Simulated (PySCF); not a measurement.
Molecule: `C#CCCO`, C$_{4}$H$_{6}$O.

Bonds (- single, = double, # triple, : aromatic): C1#C2, C2-C3, C3-C4, C4-O5. C1 carries H6; C3 carries H7, H8; C4 carries H9, H10; O5 carries H11.

Coordinates of the point at 0° (Å):
```xyz
11

C     2.575    0.381    0.194
C     1.485   -0.101    0.106
C     0.172   -0.706   -0.004
C    -0.966    0.341    0.037
O    -0.425    1.636    0.174
H     3.529    0.810    0.273
H     0.052   -1.417    0.817
H     0.130   -1.264   -0.943
H    -1.635    0.121    0.882
H    -1.558    0.276   -0.888
H    -1.142    2.276    0.198
```

The dihedral C2–C3–C4–O5 is held at the listed angle and the rest relaxed with GFN2-xTB; couplings at B3LYP/pcJ-1 (without the spin–dipole term) (PySCF 2.14, gas phase, non-relativistic), for fixed nuclei without averaging.

(1) How do the three-bond couplings across the rotated bond vary?

(2) Fit a Karplus curve A cos²φ + B cos φ + C to ³J(H8,H9).

(3) Fit a Karplus curve A cos²φ + B cos φ + C to ³J(H7,H10).

## Answers

(1) 
```
held angle (°)  H8,H9: φ (°), J (Hz)  H7,H10: φ (°), J (Hz)  H8,H10: φ (°), J (Hz)  H7,H9: φ (°), J (Hz)  H8,O5: φ (°), J (Hz)  H7,O5: φ (°), J (Hz)
             0              118, 4.1              -118, 4.1                0, 11.8               0, 11.8            -121, -1.8             121, -1.8
            30             151, 11.3               -86, 0.3               33, 10.4               32, 7.4              -89, 0.5             152, -7.0
            60             180, 13.6               -58, 2.3                61, 5.1               61, 2.3             -59, -2.1           -178, -10.7
            90             -152, 9.6               -30, 7.3                89, 0.6               89, 0.6             -31, -6.5            -149, -9.2
           120             -120, 2.3                3, 11.3               121, 2.2              122, 5.1               0, -8.5            -118, -2.9
           150              -89, 1.0               34, 10.1               152, 9.2             153, 11.8              31, -6.3              -87, 0.7
           180              -62, 5.4                62, 5.4              179, 13.3            -180, 13.3              59, -1.6             -59, -1.6
           210             -34, 10.1                89, 1.0             -153, 11.8             -152, 9.2               87, 0.7             -31, -6.3
           240              -3, 11.3               120, 2.3              -122, 5.2             -121, 2.2             117, -2.9               0, -8.5
           270               30, 7.2               152, 9.6               -89, 0.6              -89, 0.6             149, -9.2              31, -6.5
           300               58, 2.3             -180, 13.6               -61, 2.3              -61, 5.1            178, -10.7              60, -2.1
           330               86, 0.3             -151, 11.3               -32, 7.4             -33, 10.4            -152, -7.0               89, 0.5
```

(2) A = 11.7, B = -0.7, C = 0.7 Hz; rms residual 1.3 Hz. The plain average over the scan is 6.6 Hz.

(3) A = 11.7, B = -0.7, C = 0.7 Hz; rms residual 1.3 Hz. The plain average over the scan is 6.6 Hz.
